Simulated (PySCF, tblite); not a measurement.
# P2H3−: protonation, part 3 of 3

tblite 0.8.0 and PySCF 2.14.0. Atoms count from 0. The steps go on from the part before.

## 25. Protonation: MP2/ma-def2-TZVP

This step combines the energies above: geometries from PBE0-D3(BJ)/ma-def2-SVP, zero-point and thermal terms from PBE0-D3(BJ)/ma-def2-SVP.

What the job is given:

```
{"job": {"kind": "pa", "geom": {"xc": "PBE0", "basis": "ma-def2-SVP", "d3": "d3bj", "grid": 1}, "hess": 1, "level": {"xc": "MP2", "basis": "ma-def2-TZVP"}}, "charge": -1, "multiplicity": 1}
P      1.246071    -0.307293     0.679265
P     -0.554622     0.179368    -0.470082
H      2.081478    -0.114169    -0.474734
H     -1.265863     1.117008     0.362730
H     -1.488551    -0.866873    -0.135354
```

Output (the driver's rows laid out field by field):

```text
protonation site by site, MP2/ma-def2-TZVP // PBE0-D3(BJ)/ma-def2-SVP

row 1
  formula                 H4P2
  charge                  0
  multiplicity            1
  smiles                  PP
  kept                    yes
  pieces                  1
  point_group             C2h
  atom                    0
  element                 P
  electronic              1498.85
  enthalpy                1477.68
  free_energy             1446.13
  share_gas               1.0

row 2
  formula                 H4P2
  charge                  0
  multiplicity            1
  smiles                  P=[PH3]
  kept                    yes
  pieces                  1
  point_group             Cs
  atom                    1
  element                 P
  electronic              1408.24
  enthalpy                1385.95
  free_energy             1353.52
  share_gas               5.963e-17
```

It took 5.6 s on 1 thread of Arm Neoverse V1, shared host; peak memory 0.42 GiB.

Energy given off on adding a proton (kJ/mol, gas phase, 298 K for the thermal columns):

```
site  product  electronic  enthalpy  free energy
  P0       PP      1498.8    1477.7       1446.1
  P1  P=[PH3]      1408.2    1386.0       1353.5
```

## 26. Single point (P₂H₃−): HF/ma-def2-TZVP

Geometry: PBE0-D3(BJ)/ma-def2-SVP.

What the job is given:

```
{"job": {"kind": "sp", "xc": "HF", "basis": "ma-def2-TZVP", "grid": 2}, "charge": -1, "multiplicity": 1}
P      1.246071    -0.307293     0.679265
P     -0.554622     0.179368    -0.470082
H      2.081478    -0.114169    -0.474734
H     -1.265863     1.117008     0.362730
H     -1.488551    -0.866873    -0.135354
```

What it wrote:

```text
final grid: 39968 points
cycle   1  E = -683.1966390853  dE = -2.463e-01  |g| = 2.610e-01  |ddm| = 1.587e+00
cycle   2  E = -683.2293794026  dE = -3.274e-02  |g| = 1.147e-01  |ddm| = 6.539e-01
cycle   3  E = -683.2343413274  dE = -4.962e-03  |g| = 3.394e-02  |ddm| = 1.696e-01
cycle   4  E = -683.2351657385  dE = -8.244e-04  |g| = 9.483e-03  |ddm| = 8.089e-02
cycle   5  E = -683.2352673048  dE = -1.016e-04  |g| = 2.411e-03  |ddm| = 3.268e-02
cycle   6  E = -683.2352748658  dE = -7.561e-06  |g| = 8.034e-04  |ddm| = 1.115e-02
cycle   7  E = -683.2352756132  dE = -7.474e-07  |g| = 2.535e-04  |ddm| = 3.657e-03
cycle   8  E = -683.2352757115  dE = -9.833e-08  |g| = 7.987e-05  |ddm| = 1.519e-03
cycle   9  E = -683.2352757198  dE = -8.292e-09  |g| = 2.481e-05  |ddm| = 3.802e-04
converged SCF energy = -683.2352757198
```

Wall time 0.34 s (1 thread of Arm Neoverse V1, shared host); peak memory 0.42 GiB.

## 27. Single point (P₂H₄, PP): HF/ma-def2-TZVP

Geometry: PBE0-D3(BJ)/ma-def2-SVP.

What the job is given:

```
{"job": {"kind": "sp", "xc": "HF", "basis": "ma-def2-TZVP", "grid": 2}, "charge": 0, "multiplicity": 1}
P      1.154570    -0.436061     0.761591
P     -0.644506    -0.120053    -0.542000
H      2.049030     0.211039    -0.146680
H     -0.932038     1.171556    -0.000927
H     -1.538673    -0.768163     0.365843
H      1.441351    -1.728133     0.221225
```

What it wrote:

```text
final grid: 45344 points
cycle   1  E = -683.7873239456  dE = -2.351e-01  |g| = 2.275e-01  |ddm| = 1.585e+00
cycle   2  E = -683.8123535260  dE = -2.503e-02  |g| = 7.297e-02  |ddm| = 2.147e-01
cycle   3  E = -683.8152347411  dE = -2.881e-03  |g| = 2.717e-02  |ddm| = 8.956e-02
cycle   4  E = -683.8157955710  dE = -5.608e-04  |g| = 6.060e-03  |ddm| = 4.566e-02
cycle   5  E = -683.8158270699  dE = -3.150e-05  |g| = 1.587e-03  |ddm| = 1.218e-02
cycle   6  E = -683.8158298365  dE = -2.767e-06  |g| = 3.285e-04  |ddm| = 4.727e-03
cycle   7  E = -683.8158299464  dE = -1.099e-07  |g| = 5.111e-05  |ddm| = 1.156e-03
cycle   8  E = -683.8158299496  dE = -3.214e-09  |g| = 1.646e-05  |ddm| = 1.883e-04
converged SCF energy = -683.8158299496
```

It took 0.38 s on 1 thread of Arm Neoverse V1, shared host; peak memory 0.42 GiB.

## 28. Single point (P₂H₄, P=[PH3]): HF/ma-def2-TZVP

Geometry: PBE0-D3(BJ)/ma-def2-SVP.

What the job is given:

```
{"job": {"kind": "sp", "xc": "HF", "basis": "ma-def2-TZVP", "grid": 2}, "charge": 0, "multiplicity": 1}
P      1.373217    -0.676048     0.711007
P     -0.400128    -0.184105    -0.273086
H      2.073295     0.246807    -0.134328
H     -0.954895     1.132288    -0.235841
H     -1.467585    -0.925641     0.281853
H     -0.603695    -0.442204    -1.664008
```

What it wrote:

```text
final grid: 45344 points
cycle   1  E = -683.7231937303  dE = -1.897e-02  |g| = 3.379e-01  |ddm| = 1.659e+00
cycle   2  E = -683.7674453834  dE = -4.425e-02  |g| = 1.597e-01  |ddm| = 5.538e-01
cycle   3  E = -683.7763113078  dE = -8.866e-03  |g| = 4.074e-02  |ddm| = 1.948e-01
cycle   4  E = -683.7772947097  dE = -9.834e-04  |g| = 9.901e-03  |ddm| = 5.141e-02
cycle   5  E = -683.7773650230  dE = -7.031e-05  |g| = 2.225e-03  |ddm| = 1.650e-02
cycle   6  E = -683.7773697791  dE = -4.756e-06  |g| = 6.116e-04  |ddm| = 5.828e-03
cycle   7  E = -683.7773701218  dE = -3.427e-07  |g| = 2.367e-04  |ddm| = 1.477e-03
cycle   8  E = -683.7773701812  dE = -5.944e-08  |g| = 7.211e-05  |ddm| = 7.347e-04
cycle   9  E = -683.7773701895  dE = -8.239e-09  |g| = 2.377e-05  |ddm| = 3.161e-04
converged SCF energy = -683.7773701895
```

Wall time 0.4 s (1 thread of Arm Neoverse V1, shared host); peak memory 0.42 GiB.

## 29. Protonation: HF/ma-def2-TZVP

This step combines the energies above: geometries from PBE0-D3(BJ)/ma-def2-SVP, zero-point and thermal terms from PBE0-D3(BJ)/ma-def2-SVP.

What the job is given:

```
{"job": {"kind": "pa", "geom": {"xc": "PBE0", "basis": "ma-def2-SVP", "d3": "d3bj", "grid": 1}, "hess": 1, "level": {"xc": "HF", "basis": "ma-def2-TZVP"}}, "charge": -1, "multiplicity": 1}
P      1.246071    -0.307293     0.679265
P     -0.554622     0.179368    -0.470082
H      2.081478    -0.114169    -0.474734
H     -1.265863     1.117008     0.362730
H     -1.488551    -0.866873    -0.135354
```

Output (the driver's rows laid out field by field):

```text
protonation site by site, HF/ma-def2-TZVP // PBE0-D3(BJ)/ma-def2-SVP

row 1
  formula                 H4P2
  charge                  0
  multiplicity            1
  smiles                  PP
  kept                    yes
  pieces                  1
  point_group             C2h
  atom                    0
  element                 P
  electronic              1524.24
  enthalpy                1503.07
  free_energy             1471.52
  share_gas               1.0

row 2
  formula                 H4P2
  charge                  0
  multiplicity            1
  smiles                  P=[PH3]
  kept                    yes
  pieces                  1
  point_group             Cs
  atom                    1
  element                 P
  electronic              1423.27
  enthalpy                1400.98
  free_energy             1368.55
  share_gas               9.129e-19
```

Wall time 1.2 s (1 thread of Arm Neoverse V1, shared host); peak memory 0.42 GiB.

Energy given off on adding a proton (kJ/mol, gas phase, 298 K for the thermal columns):

```
site  product  electronic  enthalpy  free energy
  P0       PP      1524.2    1503.1       1471.5
  P1  P=[PH3]      1423.3    1401.0       1368.5
```

## 30. Results

This closing draws on all 3 parts.

| quantity | value |
| --- | --- |
| strongest single infrared mode (GFN2-xTB) | 2344 cm⁻¹, 272 km/mol |
| zero-point energy (GFN2-xTB) | 15.7 kcal/mol |
| point group | Cs |
| rotational constants (main isotopes) | 87.79, 6.15, 6.04 GHz |
| proton affinity (−ΔH), P0 (M06-2X/ma-def2-TZVP) | 1479.8 kJ/mol |
| proton affinity (−ΔH), P1 (M06-2X/ma-def2-TZVP) | 1382.9 kJ/mol |
| proton affinity (−ΔH), P0 (CCSD(T)/ma-def2-TZVP) | 1490.3 kJ/mol |
| proton affinity (−ΔH), P1 (CCSD(T)/ma-def2-TZVP) | 1390.2 kJ/mol |
| proton affinity (−ΔH), P0 (MP2/ma-def2-TZVP) | 1477.7 kJ/mol |
| proton affinity (−ΔH), P1 (MP2/ma-def2-TZVP) | 1386.0 kJ/mol |
| proton affinity (−ΔH), P0 (HF/ma-def2-TZVP) | 1503.1 kJ/mol |
| proton affinity (−ΔH), P1 (HF/ma-def2-TZVP) | 1401.0 kJ/mol |

In words: All 9 modes are real, so the xTB geometry is a minimum. The strongest single mode, at 2344 cm⁻¹, moves mainly H2. GFN2-xTB is a fitted tight-binding method: band positions and strengths are rough. Its intensities can rank the bands wrongly. Over 3 steps the energy fell by 0.207 eV; of the close pairs, P0–P1 changed most, 2.087 to 2.191 Å (PBE0/ma-def2-SVP). At M06-2X/ma-def2-TZVP the proton affinity (−ΔH) runs from 1382.9 kJ/mol (P1) to 1479.8 kJ/mol (P0). At CCSD(T)/ma-def2-TZVP the proton affinity (−ΔH) runs from 1390.2 kJ/mol (P1) to 1490.3 kJ/mol (P0). At MP2/ma-def2-TZVP the proton affinity (−ΔH) runs from 1386.0 kJ/mol (P1) to 1477.7 kJ/mol (P0). At HF/ma-def2-TZVP the proton affinity (−ΔH) runs from 1401.0 kJ/mol (P1) to 1503.1 kJ/mol (P0).
